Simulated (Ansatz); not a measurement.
**[S5]2-: geometry, orbitals and charge**

Aim: characterise [S5]2- as a singlet: its structure, frontier levels and distribution of charge.

Program: Ansatz 0.2.0, Gaussian basis. Level of theory: RKS PBE0-D4/def2-TZVPD. These are calculated values, not measurements.

Levels to be run: relaxation at PBE-D4/def2-SVPD; a search for the lowest solution at PBE0-D4/def2-SVP; a single point at PBE0-D4/def2-TZVPD.

### Step 1. The starting structure

5 atoms, charge -2, spin multiplicity 1.

Atoms are counted from 1 here; the program's logs count them from 0.

Bond lengths: S1–S2 1.980 Å, S2–S3 2.089 Å, S3–S4 2.089 Å, S4–S5 1.981 Å. Angles: S1–S2–S3 111.9°, S2–S3–S4 110.4°, S3–S4–S5 111.7°.

The ion is computed in the gas phase, without counter-ions or solvent.

The start is a GFN2-xTB (ALPB water) geometry.

### Step 2. Optimising with PBE-D4/def2-SVPD

The input, in.yaml:

```yaml
crystal:
  periodic: [false, false, false]
  atoms:
    - {symbol: S, position_ang: [1.144150, -1.724750, 2.091660]}
    - {symbol: S, position_ang: [0.528790, -1.612230, 0.213310]}
    - {symbol: S, position_ang: [-1.121990, -0.347810, 0.010040]}
    - {symbol: S, position_ang: [-0.497730, 1.633310, -0.215110]}
    - {symbol: S, position_ang: [-0.053220, 2.051480, -2.099900]}
basis:
  gaussian: {orbitals: def2-SVPD}
total_charge: -2
hamiltonian: {xc: pbe, dispersion: d4}
scf: {lower_state_search: "off"}
output: {orbitals: {seedname: orbitals}}
relax: {f_tol: 0.02, max_steps: 100}
```

The run is started by

```bash
ansatz run in.yaml --threads 4 --pin off --events-out ev --progress --plain --max-ram 3916MiB
```

The runs that follow: Searching for the lowest solution, PBE0-D4/def2-SVP; Single point, PBE0-D4/def2-TZVPD.

**Question.** What will the summary of the whole plan be? Wanted: point group; commonest bond; HOMO, LUMO at PBE0-D4/def2-TZVPD.

The runs gave:

| quantity | value |
| --- | --- |
| point group | C2 |
| commonest bond | S–S, 4 of mean length 2.128 Å |
| HOMO, LUMO at PBE0-D4/def2-TZVPD | 2.35, 5.44 eV |

In words: The molecule keeps its bonding pattern by the stored test; the atoms moved 0.25 Å (rms). No usable vibrations, so a minimum isn't proven. Doubts on the single point: highest occupied level lies above zero.

A small anion of this charge may not be bound in the gas phase; the finite basis can hold electrons that would leave.
